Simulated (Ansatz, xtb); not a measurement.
## C5H8O: which of two isomers lies lower

We compare X, `CC1(C=O)CC1`, a singlet, with Y, `C[C@@H]1C[C@H]1C=O`, a singlet. Both are isolated molecules in the gas phase, relaxed with PBE-D3(BJ)/def2-SVP, each in the lowest conformer that the search found.

X (Å):

```xyz
14

C    -0.1721   -0.0729    0.9468
C     1.2662    0.2010    0.5682
C     1.8713    1.4211    1.1720
C     1.7796   -0.1494   -0.8305
C     2.2406   -0.9565    0.3374
O     1.2944    2.1822    1.9255
H    -0.2711   -0.1936    2.0441
H    -0.8224    0.7738    0.6494
H    -0.5471   -0.9929    0.4571
H     2.9523    1.5983    0.8675
H     1.0362   -0.5808   -1.5184
H     2.4933    0.5440   -1.3050
H     1.8273   -1.9661    0.4858
H     3.2790   -0.8317    0.6857
```

Y (Å):

```tsv
atom	x (Å)	y (Å)	z (Å)
C	0.2966	-1.0346	-0.6678
C	0.7180	-0.1930	0.5130
C	0.9712	1.2690	0.3853
C	2.1606	0.3309	0.5994
C	2.8039	0.3324	1.9379
O	2.2149	0.5687	2.9807
H	0.7465	-0.6619	-1.6107
H	0.5994	-2.0942	-0.5416
H	-0.8061	-1.0123	-0.7924
H	0.3301	-0.5089	1.4976
H	0.7268	1.9117	1.2456
H	0.8853	1.7360	-0.6085
H	2.8209	0.1296	-0.2595
H	3.9087	0.0858	1.9385
```

Energies in hartree; the thermal terms are from GFN2-xTB frequencies at re-optimised GFN2-xTB minima (ideal gas, soft modes damped towards free rotors, one conformer each, 298.15 K, 1 atm) and include the zero-point energy:

```
                              X           Y
E, CCSD(T)/def2-SVP  −269.580200  −269.578328
    E, MP2/def2-SVP  −269.496195  −269.494195
  E, MP2/def2-TZVPP  −269.991975  −269.989756
  zero-point energy     0.116398     0.116580
       H(298 K) − E     0.123981     0.124142
       G(298 K) − E     0.086244     0.086396
```

Task: Correct the CCSD(T) difference for the basis set by the MP2 change, then work out ΔE, ΔE₀, ΔH and ΔG for X → Y in kcal/mol (1 Eh = 627.51 kcal/mol) and the equilibrium ratio [Y]/[X].

Result: 1. Differences Y − X: CCSD(T) +0.001872, MP2 in the small set +0.002000, MP2 in the large set +0.002219 Eh.
2. ΔE = +0.001872 + (+0.002219 − (+0.002000)) = +0.002091 Eh = +1.31 kcal/mol.
3. ΔE₀ = ΔE + ΔZPE = +0.002091 + (+0.000182) Eh = +1.43 kcal/mol.
4. ΔH = ΔE + (+0.000161) Eh = +1.41 kcal/mol.
5. ΔG = ΔE + (+0.000152) Eh = +1.41 kcal/mol, so ΔS = (ΔH − ΔG)/T = +0.1 J/(mol K).
6. kT = 0.9442 mEh, so K = [Y]/[X] = exp(−ΔG/kT) = exp(−2.38) ≈ 0.093.

Structure X is favoured at this temperature. An error of 1 kcal/mol in ΔG would change K by a factor of 5.4. Mirror images and further conformers aren't counted.

As drawn, both hold the same kinds of bond in the same numbers.

Other levels gave ΔE = +0.1 (GFN2-xTB); +0.4 (HF/STO-3G, GFN2-xTB geometries); +0.9 (r2SCAN-D4/def2-SVP, GFN2-xTB geometries); +0.6 (PBE-D3(BJ)/def2-SVP); +0.5 (HF/def2-SVP); +1.3 (MP2/def2-SVP); +1.2 (CCSD(T)/def2-SVP) kcal/mol. The correlated steps freeze 6 core orbitals. Programs: Ansatz 0.2.0, xtb 6.7.1.
